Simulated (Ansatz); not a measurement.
# NaH2O+ (SMILES [OH2+][Na]): one structure at several levels

How do the functionals fare away from a minimum? The structure is a structure displaced at random from a GFN2-xTB minimum.

Method: single points in def2-TZVPP; program: Ansatz 0.2.0, Gaussian basis.

Correlated methods freeze the cores. The outer core shell of Li, Na, Mg and K is correlated. B3LYP uses VWN-RPA correlation.

**1. The starting structure**

SMILES `[OH2+][Na]`, 4 atoms, charge 1, spin multiplicity 1.

Atoms are counted from 1 here; the program's logs count them from 0.

Bond lengths: O1–Na2 1.986 Å, O1–H3 1.001 Å, O1–H4 1.012 Å. Angles: Na2–O1–H3 130.4°, Na2–O1–H4 130.1°, H3–O1–H4 99.5°.

As a file:

```
O    -0.1308    0.0431   -0.1042
Na    1.4434   -0.4502    1.0023
H    -0.9946    0.4772    0.1537
H    -0.2981   -0.0878   -1.0937
```

**2. CCSD(T)/def2-TZVPP**

Input file run/in.yaml:

```yaml
crystal:
  periodic: [false, false, false]
  atoms:
    - {symbol: O, position_ang: [-0.130800, 0.043100, -0.104200]}
    - {symbol: Na, position_ang: [1.443400, -0.450200, 1.002300]}
    - {symbol: H, position_ang: [-0.994600, 0.477200, 0.153700]}
    - {symbol: H, position_ang: [-0.298100, -0.087800, -1.093700]}
basis:
  gaussian: {orbitals: def2-TZVPP}
total_charge: 1
correlation: {method: ccsd_t}
output: {forces: true}
```

The command line of these runs was not kept.

**3. PBE0-D4/def2-TZVPP**

Edit run/in.yaml of step 2 so:

```diff
@@ -10,3 +10,3 @@
 total_charge: 1
-correlation: {method: ccsd_t}
-output: {forces: true}
+hamiltonian: {xc: pbe0, dispersion: d4}
+output: {forces: true, orbitals: {seedname: orbitals}}
```

**4. wB97M-V/def2-TZVPP**

Edit run/in.yaml of step 3 so:

```diff
@@ -10,3 +10,3 @@
 total_charge: 1
-hamiltonian: {xc: pbe0, dispersion: d4}
-output: {forces: true, orbitals: {seedname: orbitals}}
+hamiltonian: {xc: {name: wB97M-V}}
+output: {forces: true}
```

**5. r2SCAN-D4/def2-TZVPP**

Edit run/in.yaml of step 4 so:

```diff
@@ -10,3 +10,3 @@
 total_charge: 1
-hamiltonian: {xc: {name: wB97M-V}}
+hamiltonian: {xc: r2scan, dispersion: d4}
 output: {forces: true}
```

**6. PBE-D4/def2-TZVPP**

Edit run/in.yaml of step 5 so:

```diff
@@ -10,3 +10,3 @@
 total_charge: 1
-hamiltonian: {xc: r2scan, dispersion: d4}
+hamiltonian: {xc: pbe, dispersion: d4}
 output: {forces: true}
```

**7. r2SCANh-D4/def2-TZVPP**

Edit run/in.yaml of step 6 so:

```diff
@@ -10,3 +10,3 @@
 total_charge: 1
-hamiltonian: {xc: pbe, dispersion: d4}
+hamiltonian: {xc: {name: r2SCANh}, dispersion: d4}
 output: {forces: true}
```

**8. B3LYP-D4/def2-TZVPP**

Edit run/in.yaml of step 7 so:

```diff
@@ -10,3 +10,3 @@
 total_charge: 1
-hamiltonian: {xc: {name: r2SCANh}, dispersion: d4}
+hamiltonian: {xc: {name: B3LYP}, dispersion: d4}
 output: {forces: true}
```

(Steps that only read results are left out.)

Before running it: what results should come out? Wanted: energy less free atoms, CCSD(T)/def2-TZVPP; RMS force component; RMS force error; HOMO and LUMO, PBE0-D4; T1 diagnostic.

As calculated:

| quantity | value |
| --- | --- |
| energy less free atoms, CCSD(T)/def2-TZVPP | -5.574 eV |
| RMS force component | 1.240 to 1.495 eV/Å over the methods |
| RMS force error | PBE0-D4 0.043, wB97M-V 0.034, r2SCAN-D4 0.042, PBE-D4 0.255, r2SCANh-D4 0.044, B3LYP-D4 0.067 eV/Å |
| HOMO and LUMO, PBE0-D4 | -15.23 and -5.61 eV |
| T1 diagnostic | 0.007 |

**Reading.** Against CCSD(T) the functionals' energies less atoms differ by -0.197 to +0.169 eV, PBE-D4 by -0.103 eV. The reference is not at the basis limit: in triple zeta CCSD(T) underbinds, which counts against methods that bind more; the gaps are no ranking. The forces of wB97M-V come nearest to CCSD(T), those of PBE-D4 are farthest. Frozen-core CCSD(T) forces in triple zeta carry basis errors of their own, and this is one geometry, so small gaps rank nothing.
